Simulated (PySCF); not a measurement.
## Choosing a basis for TDDFT

Species: C3H3F3.
SMILES: `FC1(F)C[C@@H]1F`

TDDFT with PBE0 (PySCF), vertical singlets, core orbitals frozen in the response, spherical d and f functions. Geometry: PBE0-D3(BJ)/def2-SVP; no solvent, vibrations or thermal averaging.

```
      basis  functions  diffuse  S1 (eV)  S2 (eV)  S3 (eV)  S4 (eV)  S5 (eV)  LUMO (eV)  α (au)
     6-31G*         90       no     7.88     8.76     9.86    10.32    10.66       1.75    30.1
   def2-SVP         99       no     7.84     8.69     9.32     9.97    10.12       1.32    29.9
    6-31+G*        114      yes     7.36     8.07     8.16     8.38     8.44       0.31    34.8
  def2-SVPD        153      yes     7.57     8.36     8.37     8.91     8.93       0.55    37.0
aug-cc-pVDZ        165      yes     7.17     7.68     7.99     8.07     8.18      -0.06    37.6
  def2-TZVP        204       no     7.61     8.44     8.84     9.25     9.63       0.96    35.1
 def2-TZVPD        258      yes     7.31     7.93     8.13     8.40     8.44       0.28    37.9
```

Compare the sets with the largest diffuse one.

States are compared by their number. Against the largest diffuse basis here (def2-TZVPD, itself not a converged limit), sets without diffuse functions differ by up to 0.57 eV in S1 and 2.22 eV in S5; the smaller diffuse sets differ by up to 0.26 and 0.49 eV. State by state, the largest deviation of a set without diffuse functions is S1 0.57, S2 0.82, S3 1.72, S4 1.91, S5 2.22 eV. The same number needn't mean the same state in each row. Against def2-TZVPD the polarisability deviates by -21% in 6-31G*, -21% in def2-SVP, -8% in 6-31+G*, -2% in def2-SVPD, -1% in aug-cc-pVDZ, -7% in def2-TZVP. A single + in a Pople set puts diffuse functions on heavy atoms only.

Without π bonds the low states may be Rydberg-like; a valence basis with one diffuse set may place them up to an eV too high.
